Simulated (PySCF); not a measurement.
CHCl2F, optimised at HF/6-31G*:

```xyz
5

C     -0.0122     0.0020    -0.0288
Cl    -0.0180     0.7333    -1.6275
Cl    -0.0263    -1.7544    -0.1051
F      1.0748     0.3984     0.6250
H     -0.8869     0.3277     0.4988
```

Method: PySCF energies (xtb for GFN2) plus ideal-gas RRHO corrections (1 bar). 6-31G* has spherical d functions here. All species are closed-shell singlets. B3LYP is the form with VWN-RPA correlation.

Problem. List the harmonic frequencies (cm⁻¹, unscaled) at this level and at the other levels, each on its own geometry.

Solution. 
- HF/6-31G*: 303, 403, 496, 807, 903, 1252, 1424, 1494, 3403
- B3LYP/6-31G*: 272, 360, 449, 726, 766, 1137, 1284, 1355, 3176
- GFN2-xTB: 241, 328, 414, 665, 671, 1038, 1118, 1209, 2912
- PBE/def2-SVP: 263, 353, 445, 713, 750, 1108, 1187, 1284, 3054
- PBE0/def2-TZVP: 276, 370, 464, 747, 811, 1121, 1256, 1335, 3155
